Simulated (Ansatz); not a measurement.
A made-up structure of C$_{2}$H$_{6}$N (charge -1), closed shell:

C1  (-0.473, 0.723, -0.659)
C2  (0.410, -0.467, -0.415)
N3  (0.022, -1.043, 0.882)
H4  (-1.526, 0.440, -0.803)
H5  (-0.156, 1.278, -1.552)
H6  (0.395, -1.435, -0.845)
H7  (1.454, -0.089, -0.382)
H8  (0.232, -0.417, 1.687)
H9  (0.529, -1.901, 1.052)
(Å)

It is relaxed with PBE-D4/def2-SVPD and then PBE0-D4/def2-TZVPD (Ansatz 0.2.0). Atoms count as bonded within 1.22 times the sum of their covalent radii (H–H: 0.88 Å). The end point is not checked to be a true minimum.

Task: Does its bonding change? (Judge from chemistry; the calculation decides.)

Result: The calculation gives: No: no bond forms or breaks.

Where it ends: The first stage lowers the energy by 0.62 eV in 25 steps. It ends as C₂H₆N ([CH2][CH2][NH2]), total charge -1:
```xyz
9
angstrom
C -0.4103 0.6351 -0.5496
C 0.2683 -0.6851 -0.4369
N 0.4591 -1.2223 0.9615
H -1.2841 0.6396 -1.2099
H 0.2521 1.4717 -0.8015
H -0.2983 -1.4713 -0.9600
H 1.2899 -0.7152 -0.8641
H -0.4424 -1.0317 1.4027
H 1.0516 -0.5317 1.4220
```

Labels in which every atom is bracketed show which atoms are joined, not bond orders.

For scale, one of the runs: PBE0-D4/def2-TZVPD relaxation, 165 basis functions, launched by `ansatz run in.yaml --threads 2 --pin off --events-out ev --progress --plain --max-ram 4352MiB`. Hardware: 2 CPU threads of an Arm Neoverse V2, shared host. Wall time about 34 s.
